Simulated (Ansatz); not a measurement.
**SiH4 (triplet): wave-function methods side by side at distance Si1–H2 = 2.136 Å, cc-pVTZ**

How much of the correlation energy of SiH4 (triplet) does each wave-function method recover here?

Method: cc-pVTZ, core rule «outside noble gas», up to 5 orbitals frozen; program: Ansatz 0.2.0, Gaussian basis.

Plan: UHF; CCSD(T) on ROHF; CCSD(T) on UHF; BCCD(T) on ROHF; CCSDT(Q) on ROHF; CCSDT(Q) on UHF; CASSCF and MRCISD+Q, 4 electrons in 4 orbitals; CASSCF and NEVPT2, 4 electrons in 4 orbitals; CASSCF and MRCISD+Q, 8 electrons in 8 orbitals; CASSCF and NEVPT2, 8 electrons in 8 orbitals.

## 1. The system

The geometry derives from a PBE0/def2-TZVP stationary point (not a proven minimum). One bond is set to the value named and the two fragments are kept rigid.

5 atoms, charge 0, spin multiplicity 3.

Atoms are counted from 1 here; the program's logs count them from 0.

Bond lengths: Si1–H3 1.529 Å, Si1–H4 1.529 Å, Si1–H5 1.529 Å. Angles: H3–Si1–H4 180.0°, H3–Si1–H5 90.0°, H4–Si1–H5 90.0°.

Geometry (Å):

```tsv
atom	x (Å)	y (Å)	z (Å)
Si1	0.0001	-0.0135	-0.0134
H2	-0.0160	1.5021	1.4917
H3	-0.0164	-1.0911	1.0716
H4	0.0166	1.0641	-1.0984
H5	0.0117	-1.0986	-1.0910
```

## 2. UHF

Contents of in.yaml:

```yaml
crystal:
  periodic: [false, false, false]
  atoms:
    - {symbol: Si, position_ang: [0.000143, -0.013510, -0.013416]}
    - {symbol: H, position_ang: [-0.015954, 1.502077, 1.491653]}
    - {symbol: H, position_ang: [-0.016354, -1.091142, 1.071571]}
    - {symbol: H, position_ang: [0.016640, 1.064122, -1.098403]}
    - {symbol: H, position_ang: [0.011668, -1.098617, -1.090992]}
basis:
  gaussian: {orbitals: cc-pVTZ}
magnetization: {spin_polarized: true, initial_magnetization: 2}
hamiltonian: {xc: hf}
output: {orbitals: {seedname: orbitals}}
```

On the command line:

```sh
ansatz run in.yaml --threads 1 --pin off --events-out ev --progress --plain --max-ram 2816MiB --backend cpu
```

Further steps of the session: CCSD(T) on ROHF; CCSD(T) on UHF; BCCD(T) on ROHF; CCSDT(Q) on ROHF; CCSDT(Q) on UHF; CASSCF and MRCISD+Q, 4 electrons in 4 orbitals; CASSCF and NEVPT2, 4 electrons in 4 orbitals; CASSCF and MRCISD+Q, 8 electrons in 8 orbitals; CASSCF and NEVPT2, 8 electrons in 8 orbitals.

Before running them: what should the planned runs give, taken together? Wanted: UCCSDT(Q) from the RHF energy; RMP2 from UCCSDT(Q); UMP2 from UCCSDT(Q); RCCSD from UCCSDT(Q); RCCSD(T) from UCCSDT(Q); UCCSD(T) from UCCSDT(Q); RCCSDT(Q) from UCCSDT(Q); NEVPT2 pair from UCCSDT(Q); MRCISD+Q pair from UCCSDT(Q).

The runs gave:

| quantity | value |
| --- | --- |
| UCCSDT(Q) from the ROHF energy | -4.8614 eV |
| RMP2 from UCCSDT(Q) | +25.49 kcal/mol |
| UMP2 from UCCSDT(Q) | +25.39 kcal/mol |
| RCCSD from UCCSDT(Q) | +5.16 kcal/mol |
| RCCSD(T) from UCCSDT(Q) | +1.17 kcal/mol |
| UCCSD(T) from UCCSDT(Q) | +1.17 kcal/mol |
| RCCSDT(Q) from UCCSDT(Q) | +0.03 kcal/mol |
| NEVPT2 pair from UCCSDT(Q) | +25.54 kcal/mol |
| MRCISD+Q pair from UCCSDT(Q) | +2.20 kcal/mol |
| NEVPT2 valence from UCCSDT(Q) | +21.39 kcal/mol |
| levels within 1 kcal/mol (43 meV) | RCCSDT, UCCSDT, RCCSDT(Q) |
| T1 diagnostic | 0.047 |
| effectively unpaired electrons | 2.04 |

In words: RCCSD(T) lands +1.17 kcal/mol from the yardstick (1.0 % of the correlation energy). The occupations are near whole numbers, but T1 = 0.047 shows that the orbitals relax strongly. Of the multireference levels listed MRCISD+Q valence comes nearest in total energy (+1.98 kcal/mol), which doesn't show that its space is the better one. These misses are within one basis, not against nature; the frozen cores of restricted and unrestricted runs differ, which can shift their rows.
